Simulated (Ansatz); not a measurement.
Scan of [SiH$_{3}$···H···F], doublet

Starting geometry:

```yaml
atoms:
  - { symbol: Si, position_ang: [-1.0102, 0.0000, 0.0000] }
  - { symbol: H, position_ang: [-1.5051, 1.3997, 0.0000] }
  - { symbol: H, position_ang: [-1.5051, -0.6999, 1.2122] }
  - { symbol: H, position_ang: [-1.5051, -0.6999, -1.2122] }
  - { symbol: H, position_ang: [0.4744, 0.0000, 0.0000] }
  - { symbol: F, position_ang: [1.7078, 0.0000, 0.0000] }
```

From there H5 is moved from one fragment to the other while all else, the fragments' distance too, stays fixed; atoms are numbered as listed. Energies are in eV, counted from the starting geometry at the same level.

Basis cc-pVDZ; Ansatz 0.2.0. Correlated methods freeze the noble-gas cores. R marks a restricted (for open shells ROHF) determinant, U an unrestricted one. Active spaces: valence = (15e, 12o) chosen from the atoms' valence shells.

Runs in a small pair space aren't shown, since their orbitals change along the scan.

Full CI isn't at hand for all of this; UCCSDT(Q) serves as the reference, and is uncertain by about the last step of the cluster series. The frozen core follows each run's orbitals, which can shift R against U totals by a few meV.

| distance Si1-H5 (Å) | UCCSDT(Q) | error RHF | error UHF | error BCCD(T) | error RCCSDT | error RCCSDT(Q) | error MRCISD+Q (valence space) |
| --- | --- | --- | --- | --- | --- | --- | --- |
| 1.485 | 0.000 | 0.000 | 0.000 | 0.000 | 0.000 | 0.000 | 0.000 |
| 1.532 | -0.162 | 0.102 | 0.095 | 0.000 | 0.001 | 0.000 | -0.005 |
| 1.627 | -0.494 | 0.079 | 0.182 | -0.001 | 0.000 | 0.001 | -0.011 |
| 1.723 | -0.788 | -0.051 | 0.143 | -0.005 | -0.002 | 0.001 | -0.013 |
| 1.818 | -0.854 | -0.197 | 0.038 | -0.008 | -0.004 | 0.001 | -0.017 |

Errors are those of relative energies. In total energy the starting point itself misses UCCSDT(Q) by: RHF 9.520, UHF 9.220, BCCD(T) 0.040, RCCSDT 0.017, RCCSDT(Q) 0.000, MRCISD+Q (valence space) 0.106 eV.

Spread of the error over the points with a reference, to 1.818 Å (largest less smallest): RCCSDT(Q) 0.001, RCCSDT 0.005, BCCD(T) 0.008, MRCISD+Q (valence space) 0.017, UHF 0.182, RHF 0.300 eV.
